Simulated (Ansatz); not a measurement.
**CdS (P6_3mc)**

These are results of Ansatz 0.2.0, DFT r2SCAN, scalar-relativistic, plane waves, PAW, not measurements.

Plane waves to 500 eV, a k mesh through Γ of 6×6×4 on the computed 4-atom cell and Gaussian smearing (0.02 eV); no spin polarisation.

The structure is relaxed at this level of theory with its symmetry kept.

```xyz
4
Lattice="4.1642 0.0000 0.0000 -2.0821 3.6063 0.0000 0.0000 0.0000 6.7654" Properties=species:S:1:pos:R:3 pbc="T T T"
Cd    0.0000    2.4042   -0.0066
Cd    2.0821    1.2021    3.3761
S     0.0000    2.4042    2.5436
S     2.0821    1.2021    5.9263
```

```json
{"Space group": "P6_3mc (No. 186)", "Volume per atom": "171.4 bohr³", "Formation energy from the elements' standard states (uncorrected)": "-0.809 eV/atom", "Generalised Kohn–Sham band gap": "1.63 eV, direct at Γ", "Löwdin character of the top 1 eV of the valence band": "S 3p 90 %", "Löwdin character of the lowest 1 eV of the conduction band": "Cd 5s 60 %, S 3s 21 %, S 3p 17 %", "Electron masses at the edge by Cartesian direction of the standard setting (m_e; degenerate bands sorted by energy; no spin-orbit coupling)": "x: 0.16; y: 0.16; z: 0.15", "Hole masses at the edge by Cartesian direction of the standard setting (m_e; degenerate bands sorted by energy; no spin-orbit coupling)": "x: 1.6, 0.16; y: 1.6, 0.16; z: 1.7, 1.7", "Bulk modulus": "60 GPa", "Its pressure derivative": "4.4", "Electronic dielectric constant xx, yy, zz of the standard setting (independent particles)": "5.6, 5.6, 5.6", "Bader charges (e)": "Cd (2 in the cell) 0.95, S (2 in the cell) -0.95"}
```

Cost: 12 runs of about 20 core-minutes in all, on Intel Xeon Processor @ 2.50GHz (Skylake/Cascade Lake) (shared hosts).